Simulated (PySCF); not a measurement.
carbonyl sulfide anion (COS), SMILES S=C=O (connectivity only; charge and spin as stated), charge -1, multiplicity 2.

Geometry optimised at PBE-D3(BJ)/def2-TZVPD. The spin state was assumed, not searched.

Calculation: PBE-D3(BJ)/def2-TZVPD (PySCF).

Frequencies are harmonic and unscaled.

Computed harmonic wavenumbers and intensities:
| mode | ν (cm⁻¹) | IR (km/mol) | moving atoms (share of kinetic energy) |
|---|---|---|---|
| 1 | 466 | 12.8 | O 42 %, C 37 %, S 21 % |
| 2 | 693 | 72.1 | C 56 %, S 31 %, O 12 % |
| 3 | 1631 | 797.2 | C 59 %, O 41 % |
